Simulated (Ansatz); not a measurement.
The input, for Ansatz 0.2.0:

```yaml
crystal:
  periodic: [false, false, false]
  atoms:
    - {symbol: C, position_ang: [0.000000, 0.000000, 0.000000]}
    - {symbol: H, position_ang: [0.000000, 0.000000, -2.143333]}
    - {symbol: H, position_ang: [0.000000, 0.000000, 2.143333]}
basis:
  gaussian: {orbitals: cc-pVTZ}
total_charge: 1
magnetization: {spin_polarized: false, initial_magnetization: 1}
correlation: {method: fic_nevpt4_sd, electrons: outside_noble_gas, active_space: {window: {electrons: 5, orbitals: 6}, shells: [{species: C, l: s, shell: 2}, {species: C, l: p, shell: 2}, {species: H, l: s, shell: 1}]}}
```

```sh
$ ansatz run in.yaml --threads 1 --pin off --events-out ev --progress --plain --max-ram 2393MiB
```

The program prints:

```
654 factors; integrals over basis functions are off by at most 1.6e-7 eV
mean field evaluation 1: about -1039.8336 eV, gradient 1.4e1 eV
mean field evaluation 2: about -1039.8331 eV, gradient 1.4e1 eV
mean field evaluation 4: about -1039.3607 eV, gradient 1.2e1 eV
mean field evaluation 8: about -1040.2344 eV, gradient 3.9e-1 eV
mean field evaluation 16: about -1040.2345 eV, gradient 3.8e-4 eV
mean field evaluation 32: about -1040.7163 eV, gradient 9.4e-7 eV
mean field evaluation 64: about -1040.8144 eV, gradient 4.3e-1 eV
mean field -1040.81433709 eV, -38.2492213986 hartree, gradient 1.7e-6 eV, S^2 0.750000; 6 other end points of the search recorded, 0 dependent functions left out
reference -1040.81433709 eV, -38.2492213986 hartree; 4, 3 occupied and 54, 55 virtual orbitals, 654 factors
state -1044.20902413 eV, -38.3739738465 hartree
state -1044.20902413 eV, -38.3739738465 hartree; corrected -1045.75350841 eV, -38.4307325968 hartree
Total energy: -1045.75350841 eV, -38.4307325968 hartree
Checks for a lower state left out: starts, orbital_swaps
```

Natural occupations: 1.9046 1.5492 1.0000 0.4387 0.0661 0.0414.

For the same geometry and basis full CI lies 87.6 meV lower. By full CI's occupations no single determinant describes the state well.

Ran on 1 thread of Arm Neoverse N1, shared host: 1.9 s wall, 0.17 GiB peak host memory.
